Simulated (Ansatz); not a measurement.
C3H4FNS (`C#CC(N)(F)S`). Total charge 0; spin multiplicity 1.

| atom | x (Å) | y (Å) | z (Å) |
| --- | --- | --- | --- |
| C1 | -0.920 | -1.994 | -0.002 |
| C2 | -0.301 | -0.968 | -0.014 |
| C3 | 0.446 | 0.284 | -0.030 |
| N4 | 0.374 | 0.936 | 1.220 |
| F5 | 1.768 | -0.001 | -0.318 |
| S6 | -0.169 | 1.391 | -1.364 |
| H7 | -1.468 | -2.906 | 0.004 |
| H8 | 0.549 | 1.929 | 1.165 |
| H9 | -0.469 | 0.727 | 1.730 |
| H10 | 0.190 | 0.602 | -2.390 |

Give the diagnostics of a CCSD(T)/def2-TZVPP run (frozen core, Ansatz 0.2.0). (Best estimate.)

The calculation gave: T1 = 0.0126, largest single amplitude 0.011, largest double 0.036, (T) share of the correlation energy 4.3 %, 10 CCSD cycles. The RHF solution is stable towards an unrestricted one. T1 lies under the customary mark of 0.02 for closed shells.
